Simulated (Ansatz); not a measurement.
Several settings on one geometry of BH2(CH2SiH3) (CH₇BSi) (that of the charge 0 singlet, PBE0-D4/def2-TZVP). Ansatz on 4 threads of AMD EPYC 9B14 on a shared host; times are rough.

```xyz
10

B     0.714    1.190   -0.652
H     1.904    1.203   -0.508
H     0.116    2.227   -0.597
C    -0.038   -0.136   -0.814
Si   -0.469   -0.738    0.932
H    -1.006   -0.059   -1.318
H     0.554   -0.952   -1.241
H     0.761   -0.955    1.737
H    -1.332    0.247    1.635
H    -1.203   -2.025    0.824
```

Totals from different functionals, basis sets or treatments of relativity can't be compared as stabilities.

Task: Give the basis size and estimate the energy, ⟨S²⟩ and time of these runs.

```
run                     method  charge    state                                 further keys
  1    RKS BLYP-D4/def2-mTZVPP       0  singlet  scf: {omitted_lower_state_checks: [starts]}
  2     RKS r2SCAN/def2-mTZVPP       0  singlet               scf: {lower_state_search: off}
  3  RKS r2SCANh-D4/def2-mTZVP       0  singlet                 accuracy: high; forces asked
```

Result: 
| run | functions | energy (Eh) | ⟨S²⟩ | wall time |
| --- | --- | --- | --- | --- |
| 1 | 100 | -356.6165 | – | 0.45 s |
| 2 | 100 | -356.5828 | – | 0.5 s |
| 3 | 81 | -356.5716 | – | 2.6 s |
